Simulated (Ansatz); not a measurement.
Two shapes of singlet HClO.

Shape 1:

```xyz
3

O     0.0000    0.7716   -0.6580
H     0.0000    1.4671   -0.1009
Cl    0.0000   -0.4494    0.3156
```

Shape 2:

```xyz
3

O     0.0000    0.9058   -0.7725
H     0.0000    1.7222   -0.1184
Cl    0.0000   -0.5276    0.3705
```

Basis set: cc-pVDZ (spherical functions). Correlated methods keep 6 orbitals frozen. Charge 0, multiplicity 1.

Computed with Ansatz (development build ahead of 0.2.0); each method stands on the lowest determinant of its kind that the runs found.

(1) Which shape is lower in energy, and by how much in each method?

Answers

(1)

```
 method  E(2) − E(1) (eV)
    RHF             0.088
RHF-MP2            -0.401
```

The methods disagree on the order.
